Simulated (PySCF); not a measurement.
Geometries of 3 isomers of C2H4OS, from PBE0-D3(BJ)/def2-SVP geometry optimisation, gas phase in PySCF 2.14.0. One conformer each, no zero-point energy, no frequencies.

**Question.** Which isomer lies lowest at this level?
A.
```xyz
8
angstrom
C     -0.935    0.128   -0.247
O      0.419    0.171   -0.651
C      1.324   -0.427    0.104
S      2.915   -0.385   -0.175
H     -1.550    0.124   -1.155
H     -1.179    1.021    0.350
H     -1.150   -0.776    0.344
H      0.887   -0.978    0.959
```
B.
```xyz
8
angstrom
O     -1.441   -0.519   -0.103
C     -0.392    0.401   -0.171
C      0.959   -0.240   -0.044
S      2.268    0.438    0.611
H     -1.465   -0.881    0.789
H     -0.435    0.860   -1.176
H     -0.478    1.232    0.555
H      0.996   -1.257   -0.474
```
C.
```xyz
8
angstrom
C     -0.970   -0.067   -0.095
C      0.485    0.247   -0.004
O      1.196   -0.831    0.309
S      1.168    1.711   -0.248
H     -1.128   -0.872   -0.829
H     -1.323   -0.448    0.877
H     -1.546    0.819   -0.379
H      2.125   -0.548    0.353
```

**Answer.** C. That is thioacetic acid, `C(C)(O)=S`, 22.2 kcal/mol below the next.

| SMILES | atoms numbered as above | E (Eh) | relative (kcal/mol) | relative (kJ/mol) | dipole (D) |
| --- | --- | --- | --- | --- | --- |
| CC(O)=S | [CH3:1][C:2]([OH:3])=[S:4] | -551.48770 | 0.0 | 0.0 | 1.91 |
| COC=S | [CH3:1][O:2][CH:3]=[S:4] | -551.45237 | 22.2 | 92.8 | 4.18 |
| OCC=S | [OH:1][CH2:2][CH:3]=[S:4] | -551.44438 | 27.2 | 113.7 | 1.19 |
